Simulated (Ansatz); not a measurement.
# C2H3F2O: the cost of one run

Method: the levels named in each step, in Ansatz 0.2.0.

## (1) The starting structure

Bond lengths: O1–C2 1.302 Å, C2–C3 1.578 Å, C3–F4 1.341 Å, C3–F5 1.342 Å, C2–H6 1.114 Å, C2–H7 1.115 Å, C3–H8 1.102 Å. Angles: O1–C2–C3 114.1°, O1–C2–H6 112.6°, O1–C2–H7 112.1°, C3–C2–H6 105.3°, C3–C2–H7 105.3°, H6–C2–H7 106.9°, C2–C3–F4 110.4°, C2–C3–F5 110.3°, C2–C3–H8 111.2°, F4–C3–F5 107.7°, F4–C3–H8 108.6°, F5–C3–H8 108.5°.

As a file:

```xyz
8

O    -1.5911    0.7687   -0.1373
C    -1.1220   -0.4462   -0.1408
C     0.4448   -0.5311    0.0228
F     0.8247    0.0291    1.1802
F     1.0547    0.1338   -0.9714
H    -1.5377   -1.0673    0.6852
H    -1.3476   -0.9808   -1.0932
H     0.7912   -1.5770    0.0089
```

## (2) A rough first relaxation, PBE-D4/def2-SVP

The input, input.yaml:

```yaml
crystal:
  periodic: [false, false, false]
  atoms:
    - { symbol: O, position_ang: [-1.59107, 0.76871, -0.13735] }
    - { symbol: C, position_ang: [-1.12195, -0.44617, -0.14076] }
    - { symbol: C, position_ang: [0.44484, -0.53106, 0.02282] }
    - { symbol: F, position_ang: [0.8247, 0.02912, 1.18015] }
    - { symbol: F, position_ang: [1.05465, 0.13376, -0.97137] }
    - { symbol: H, position_ang: [-1.53767, -1.06728, 0.68521] }
    - { symbol: H, position_ang: [-1.3476, -0.98078, -1.09319] }
    - { symbol: H, position_ang: [0.79118, -1.57702, 0.00892] }
magnetization:
  spin_polarized: true
  initial_magnetization: 1
basis:
  gaussian: { orbitals: def2-SVP }
hamiltonian:
  xc: pbe
  dispersion: d4
relax:
  f_tol: 0.03
  max_steps: 200
```

The run is started by

```
> ansatz run input.yaml --threads 4 --pin off --max-ram 10240MiB --backend cpu --events-out ev --progress --plain --runs-dir out
```

Q: Estimate wall time and peak memory on 4 threads of Intel Xeon at 2.50GHz (Skylake/Cascade Lake), shared host.

About 24 s, with a peak of 0.21 GiB.
